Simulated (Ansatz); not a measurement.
# Si2NH5 (SMILES N1[SiH2][SiH2]1): one structure at several levels

How do the functionals fare away from a minimum? The structure is a structure displaced at random from a GFN2-xTB minimum.

Method: single points in def2-TZVPP; program: Ansatz 0.2.0, Gaussian basis.

Correlated methods freeze the cores.

## (1) Starting geometry

SMILES `N1[SiH2][SiH2]1`, 8 atoms, charge 0, spin multiplicity 1.

Atoms are counted from 1 here; the program's logs count them from 0.

Bond lengths: N1–Si2 1.717 Å, N1–Si3 1.629 Å, N1–H4 0.998 Å, Si2–Si3 2.211 Å, Si2–H5 1.411 Å, Si2–H6 1.458 Å, Si3–H7 1.509 Å, Si3–H8 1.491 Å. Angles: Si2–N1–Si3 82.7°, Si2–N1–H4 134.3°, Si3–N1–H4 143.1°, N1–Si2–Si3 47.0°, N1–Si2–H5 116.9°, N1–Si2–H6 114.4°, Si3–Si2–H5 130.9°, Si3–Si2–H6 127.0°, H5–Si2–H6 102.1°, N1–Si3–Si2 50.4°, N1–Si3–H7 118.0°, N1–Si3–H8 113.8°, Si2–Si3–H7 127.9°, Si2–Si3–H8 122.2°, H7–Si3–H8 108.9°.

Coordinates:

```xyz
8

N    -0.58370   -0.22490   -0.60430
Si    0.07780    1.17380    0.13950
Si    0.50660   -0.98660    0.33670
H    -1.30180   -0.38100   -1.27930
H     0.62820    2.15160   -0.71680
H    -0.87880    1.95180    0.91690
H     1.59530   -1.78050   -0.34230
H    -0.10400   -1.82210    1.40980
```

## (2) CCSD(T)/def2-TZVPP

Contents of run/in.yaml:

```yaml
crystal:
  periodic: [false, false, false]
  atoms:
    - {symbol: N, position_ang: [-0.583700, -0.224900, -0.604300]}
    - {symbol: Si, position_ang: [0.077800, 1.173800, 0.139500]}
    - {symbol: Si, position_ang: [0.506600, -0.986600, 0.336700]}
    - {symbol: H, position_ang: [-1.301800, -0.381000, -1.279300]}
    - {symbol: H, position_ang: [0.628200, 2.151600, -0.716800]}
    - {symbol: H, position_ang: [-0.878800, 1.951800, 0.916900]}
    - {symbol: H, position_ang: [1.595300, -1.780500, -0.342300]}
    - {symbol: H, position_ang: [-0.104000, -1.822100, 1.409800]}
basis:
  gaussian: {orbitals: def2-TZVPP}
correlation: {method: ccsd_t}
output: {forces: true}
```

The command line of these runs was not kept.

## (3) PBE0-D4/def2-TZVPP

run/in.yaml: that of step 2 with these lines changed.

```diff
@@ -13,3 +13,3 @@
   gaussian: {orbitals: def2-TZVPP}
-correlation: {method: ccsd_t}
-output: {forces: true}
+hamiltonian: {xc: pbe0, dispersion: d4}
+output: {forces: true, orbitals: {seedname: orbitals}}
```

## (4) wB97M-V/def2-TZVPP

run/in.yaml: that of step 3 with these lines changed.

```diff
@@ -13,3 +13,3 @@
   gaussian: {orbitals: def2-TZVPP}
-hamiltonian: {xc: pbe0, dispersion: d4}
-output: {forces: true, orbitals: {seedname: orbitals}}
+hamiltonian: {xc: {name: wB97M-V}}
+output: {forces: true}
```

## (5) r2SCAN-D4/def2-TZVPP

run/in.yaml: that of step 4 with these lines changed.

```diff
@@ -13,3 +13,3 @@
   gaussian: {orbitals: def2-TZVPP}
-hamiltonian: {xc: {name: wB97M-V}}
+hamiltonian: {xc: r2scan, dispersion: d4}
 output: {forces: true}
```

## (6) PBE-D4/def2-TZVPP

run/in.yaml: that of step 5 with these lines changed.

```diff
@@ -13,3 +13,3 @@
   gaussian: {orbitals: def2-TZVPP}
-hamiltonian: {xc: r2scan, dispersion: d4}
+hamiltonian: {xc: pbe, dispersion: d4}
 output: {forces: true}
```

## (7) wB97X-V/def2-TZVPP

run/in.yaml: that of step 6 with these lines changed.

```diff
@@ -13,3 +13,3 @@
   gaussian: {orbitals: def2-TZVPP}
-hamiltonian: {xc: pbe, dispersion: d4}
+hamiltonian: {xc: {name: wB97X-V}}
 output: {forces: true}
```

## (8) BLYP-D4/def2-TZVPP

run/in.yaml: that of step 7 with these lines changed.

```diff
@@ -13,3 +13,3 @@
   gaussian: {orbitals: def2-TZVPP}
-hamiltonian: {xc: {name: wB97X-V}}
+hamiltonian: {xc: {name: BLYP}, dispersion: d4}
 output: {forces: true}
```

(Steps that only read results are left out.)

Before running it: what results should come out? Wanted: energy less free atoms, CCSD(T)/def2-TZVPP; RMS force component; RMS force error; HOMO and LUMO, PBE0-D4; T1 diagnostic.

**Answer**, as computed:

| quantity | value |
| --- | --- |
| energy less free atoms, CCSD(T)/def2-TZVPP | -24.226 eV |
| RMS force component | 0.960 to 1.052 eV/Å over the methods |
| RMS force error | PBE0-D4 0.151, wB97M-V 0.094, r2SCAN-D4 0.128, PBE-D4 0.158, wB97X-V 0.125, BLYP-D4 0.114 eV/Å |
| HOMO and LUMO, PBE0-D4 | -7.23 and -0.73 eV |
| T1 diagnostic | 0.012 |

Against CCSD(T) the functionals' energies less atoms differ by -1.136 to -0.607 eV, PBE-D4 by -0.850 eV. The reference is not at the basis limit: in triple zeta CCSD(T) underbinds, which counts against methods that bind more; the gaps are no ranking. On forces the order runs from wB97M-V to PBE-D4. Frozen-core CCSD(T) forces in triple zeta carry basis errors of their own, and this is one geometry, so small gaps rank nothing.
